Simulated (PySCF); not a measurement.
A structure optimised at PBE0-D3(BJ)/def2-TZVP, used in a PySCF frequency run:

```
C
H 1 1.0857
H 1 1.0857 2 111.43
Cl 1 1.7623 2 108.14 3 -118.72
Cl 1 1.7623 2 108.14 3 118.72
```
Charge 0, spin multiplicity 1.

Write its SMILES, formula and point group.

ClCCl, CH₂Cl₂, C2v

What are its rotational constants (standard atomic weights)?

32.668, 3.2694, 3.0297 GHz
